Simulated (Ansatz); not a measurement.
A nudged elastic band was laid between two geometries of C2H4S2 (8 atoms, charge 0, multiplicity 1).

All numbers below come from Ansatz 0.2.0, RKS PBE/def2-SVP.

```json
{
  "movable images": "5",
  "climbing image": "yes",
  "spring": "5.0 eV/Å²",
  "optimiser": "quadratic models (default)",
  "start path": "through a guess of the saddle point",
  "force threshold": "0.05 eV/Å",
  "iteration limit": "60",
  "end points": "relaxed"
}
```

Initial state:

```xyz
8
Properties=species:S:1:pos:R:3
C -0.294 0.831 -0.153
C -0.059 -0.639 0.100
S 1.246 -1.126 1.271
S 1.261 -1.485 -0.823
H 0.667 1.371 -0.240
H -0.874 0.973 -1.089
H -0.883 1.275 0.677
H -0.972 -1.257 0.200
```

Final state:

```xyz
8
Properties=species:S:1:pos:R:3
C -0.266 0.734 -0.325
C 0.388 -0.626 -0.326
S 0.427 -1.500 1.209
S 1.062 -1.331 -1.649
H 0.261 1.422 0.370
H -0.242 1.160 -1.344
H -1.320 0.665 0.018
H -0.219 -0.581 1.992
```

(1) What changes between the two ends?

(2) Give the energies along the band, and the barrier.

(3) What is the geometry of the highest image?

Answers

(1) Bonds broken: C2–H8, S3–S4. Bonds formed: S3–H8.

(2) The forces met the threshold. The highest image is number 2 of 0 to 6, 55.2 kcal/mol above the first end and 60.7 kcal/mol above the last; the last end lies 5.5 kcal/mol below the first. Neighbouring images differ by up to 1.5 eV, so the band resolves the path poorly. A vibrational analysis at the climbing image gives one clearly imaginary mode, 1183i cm⁻¹: a first-order saddle point. The orbitals stay closed-shell, which can raise the energy where a bond breaks towards radicals; this wasn't checked here.

| image | path coordinate (Å) | energy (kcal/mol) | C2–H8 (Å) | S3–S4 (Å) | S3–H8 (Å) |
| --- | --- | --- | --- | --- | --- |
| 0 | 0.00 | 0.0 | 1.11 | 2.12 | 2.47 |
| 1 | 0.44 | 22.0 | 1.09 | 2.55 | 2.33 |
| 2 | 0.87 | 55.2 | 1.14 | 3.00 | 2.27 |
| 3 | 1.78 | 21.5 | 1.71 | 3.01 | 1.43 |
| 4 | 2.69 | 1.4 | 2.27 | 2.98 | 1.36 |
| 5 | 3.60 | -4.9 | 2.40 | 2.93 | 1.37 |
| 6 | 4.51 | -5.5 | 2.40 | 2.93 | 1.37 |

(3) 
```xyz
8
Properties=species:S:1:pos:R:3:forces:R:3
C -0.241 0.815 -0.125 0.00 0.00 0.00
C 0.201 -0.639 0.079 0.00 -0.01 0.03
S 0.921 -0.994 1.677 0.01 0.01 -0.01
S 0.971 -1.480 -1.286 0.01 -0.01 0.00
H 0.651 1.470 -0.178 0.00 0.00 0.00
H -0.796 0.897 -1.081 0.00 0.00 0.00
H -0.884 1.159 0.710 0.00 0.00 0.00
H -0.732 -1.286 0.148 -0.02 0.00 -0.01
```

The run took 2.9 min on 2 threads of AMD EPYC 7B13 (Zen 3), on a shared host, peak memory 0.18 GiB.
